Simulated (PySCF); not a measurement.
An unknown is described by computed data only.

Elements present: C, H and O. Monoisotopic mass: 62.0004 u.

* Valence photoelectron: vertical ionisation energy: 11.80 eV [ΔSCF CAM-B3LYP/def2-SVPD]
* Polarisability: 25.7 au [CAM-B3LYP/def2-SVPD]
* 13C NMR: chemical shifts (computed TMS as zero) by class: 159.8 (1 C) ppm [GIAO B97-2/pcSseg-2]
* Triplet: lowest triplet excitation (Tamm–Dancoff): 6.67 eV [TDA CAM-B3LYP/def2-SVPD]
* Couplings: largest of the computed one-bond spin–spin couplings (means over like bonds): 17O–1H -80.9 (×2), 17O–13C +29.0, 17O–13C +16.4 (×2) Hz [B3LYP/pcJ-1]
* 1H NMR: chemical shifts (computed TMS as zero) by class: 5.08 (2 H) ppm [GIAO B97-2/pcSseg-2]
* Rotational structure: rotational constants A, B, C: 12.156, 11.397, 5.882 GHz [PBE0-D3(BJ)/def2-SVP]
* Dipole: 0.27 D [CAM-B3LYP/def2-SVPD]
* XPS: C1s 296.9, O1s 538.5, O1s 540.9 (×2) eV [ΔSCF SCAN, pcX-2 on the ionised atom, pcseg-1 elsewhere, spin-free X2C]
* UV, strongest line: among the 10 lowest singlet transitions: S6 at 9.43 eV (131 nm, f = 0.190) [TDDFT CAM-B3LYP/def2-SVPD]

The electronic properties come from PySCF, for the isolated species, density fitting. Levels stand in brackets. The structure is a single PBE0-D3(BJ)/def2-SVP conformer in the gas phase; no vibrational or solvent corrections. Each NMR value is the plain mean over a class of atoms that symmetry, rotation or inversion makes alike.

Task: Which formula fits the mass and the elements?

Result: CH2O3 (calculated 62.0004). No other formula that holds each of these elements comes within 0.0003 u with a fitting electron parity and a possible valence count.

Task: Give a SMILES that accounts for the data.

Result: Numbering: `[O:1]=[C:2]([OH:3])[OH:4]`. Its formula, CH2O3, gives 1 degree of unsaturation: 0 rings and 1 π bond in the structure found. The one carbon: carbonate carbon [C2] (159.8 ppm). All hydrogens form one class (5.08 ppm): acid proton. The couplings run between: -80.9 Hz, acid hydroxyl oxygen [O3] and its hydrogen (with 1 like pair); +29.0 Hz, acid carbonyl oxygen [O1] and carbonate carbon [C2]; +16.4 Hz, acid hydroxyl oxygen [O3] and carbonate carbon [C2] (with 1 like pair). The core levels belong to: C1s 296.9 eV, carbonate carbon [C2]; O1s 538.5 eV, acid carbonyl oxygen [O1]; O1s 540.9 eV, acid hydroxyl oxygen [O3/O4]. The first electron is taken from the HOMO, whose largest Löwdin shares are 0.69 on the acid carbonyl oxygen, 0.11 on each of 2 atoms of one kind (acid hydroxyl oxygen) and 0.06 on the carbonate carbon. The optimised geometry has point group C2v and is an asymmetric top. Structure: `O=C(O)O`. The assignments are read from this structure; whether some other isomer fits the data as well wasn't checked.

Conformer computed: `[O:1]=[C:2]([OH:3])[OH:4]`: H–O3–C2–O1 0°, H–O4–C2–O1 0°.
